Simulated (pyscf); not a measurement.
Homolytic dissociation enthalpies at 298 K of Ge–H, H–Si, H–Sn bonds in 8 gas-phase molecules, in kcal/mol. Single points on ωB97X-D3(BJ)/def2-SVP structures (PySCF, gas phase). Both columns use the same structures and thermal terms. Rows were drawn at random from the closed-shell molecules with such a bond whose radicals are computed, keep their shape and have no isomer in the data more than 5 kcal/mol lower.

| row | molecule | radicals | PBE/def2-TZVP | ωB97M-D3(BJ)/def2-TZVP |
|---|---|---|---|---|
| 1 | F–C(F)(F)–SiH₃ | F–C(F)(F)–SiH₂• + H• | 86.9 | 93.3 |
| 2 | H₃C–N(CH₃)–SiH₃ | H₃C–N(CH₃)–SiH₂• + H• | 81.5 | 89.2 |
| 3 | HO–SnH(OH)–OH | HO–Sn•(OH)–OH + H• | 63.7 | ? |
| 4 | HO–SiH(SiH₃)–SiH₃ | HO–Si•(SiH₃)–SiH₃ + H• | 79.7 | 86.4 |
| 5 | H₂N–GeH(F)–F | H₂N–Ge•(F)–F + H• | 76.1 | 83.1 |
| 6 | H₂N–SiH(NH₂)–I | H₂N–Si•(NH₂)–I + H• | 83.0 | 91.4 |
| 7 | H₃C–GeH₂–CH₃ | H₃C–GeH•–CH₃ + H• | 81.3 | 85.2 |
| 8 | HO–Ge(GeH₃)(GeH₃)–GeH₃ | HO–Ge(GeH₂•)(GeH₃)–GeH₃ + H• | 77.3 | 81.0 |

Problem. Fit a line that carries the PBE values to the last column and predict row 3.

Solution. In the 7 complete rows the last column lies 3.7 to 8.4 kcal/mol from PBE (mean 6.3, median 6.7). Least squares gives y = -4.3 + 1.13·x with residuals of 1.6 kcal/mol (root mean square). For row 3: -4.3 + 1.13 × 63.7 = 67.7 kcal/mol, an extrapolation. The computed value is 71.5 kcal/mol, 3.8 over the line. Elements up to Kr have no core potential and no relativistic terms here. Elements past Kr carry the def2 core potentials, without spin-orbit coupling.
